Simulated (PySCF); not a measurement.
**SiCl at revPBE**

Level: revPBE. Si def2-TZVPPD, Cl def2-TZVPPD; no relativity (PySCF 2.14).

| Quantity | Value |
| --- | --- |
| state | ²Π (doublet), unpaired electrons π ↑ |
| bond length | 2.094 Å |
| harmonic wavenumber | 506 cm⁻¹ |
| force constant | 2.34 mdyn/Å |
| rotational constant Be | 0.2475 cm⁻¹ |
| anharmonicity ωexe | 2.13 cm⁻¹ |
| vibration–rotation constant αe | 0.00157 cm⁻¹ |
| well depth De to Si + Cl | 425 kJ/mol |
| dissociation energy D0 | 422 kJ/mol |
| bond order (Mayer) | 1.34 |
| dipole moment (positive dipole means Si(−)Cl(+)) | -0.76 D |

The state was picked by a PBE0 search and need not be the measured ground state.
